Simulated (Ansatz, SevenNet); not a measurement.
For zinc-blende InP, the machine-learned potential SevenNet-l3i5 (trained on PBE and PBE+U data) gives:

* **elastic constant C11**: 106 GPa
* **elastic constant C44**: 42.4 GPa
* **Voigt–Reuss–Hill shear modulus**: 37.5 GPa

Task: What does B3LYP (VWN-RPA form) (Ansatz, an electronic-structure program, plane waves, PAW) give for the same quantities?

Result: 
- elastic constant C11: 92.2 GPa (falls by 13 %)
- elastic constant C44: 45.7 GPa (goes up by 7.8 %)
- Voigt–Reuss–Hill shear modulus: 35.2 GPa (decreases by 6.1 %)

For comparison: elastic constant C11 101 GPa (measured, temperature not stated, not corrected to a static lattice; as tabulated in Oses et al. (2018), arXiv:1811.08464); elastic constant C44 45.6 GPa (measured, temperature not stated, no zero-point or thermal correction; as tabulated in Oses et al. (2018), arXiv:1811.08464).

Changes are worked out from the printed values.

Unless a cell is named, each level is at its own relaxed cell (SevenNet-l3i5 26.39, B3LYP (VWN-RPA form) 26.80 Å³/atom).

Ansatz's density-functional and Hartree–Fock values are scalar-relativistic unless marked +SOC, with PAW data made under PBE.
